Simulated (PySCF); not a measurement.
# Worked example: oscillator strength and radiative lifetime

methanol (CH4O), SMILES CO.

Geometry: B3LYP-D3(BJ)/def2-TZVP.

TDA-ωB97X/def2-TZVPD in PySCF puts the first singlet state with f over 0.02 at 8.50 eV (vertical), with the transition dipole (0.000, 0.000, 0.454) in atomic units.

Question: Find the oscillator strength, the wavelength and the radiative lifetime that this transition would have in vacuum if emission retraced absorption.

Answer: 
|μ|² = 0.2061 au, so |μ| = 1.15 D. ΔE = 8.50/27.211 = 0.3124 hartree. f = (2/3) ΔE |μ|² = 0.043 (the program prints 0.043).
λ = 1239.84/8.50 = 146 nm; ν = 68557 cm⁻¹.
Einstein's coefficient A = 0.6670 ν² f s⁻¹ (ν in cm⁻¹) = 1.3e8 s⁻¹, so τ = 1/A = 7.4 ns. This state is S2; the lower singlet has f = 0.003. The figure is the radiative limit of this one transition; relaxation, internal conversion, crossing to triplets and a medium change what is measured.
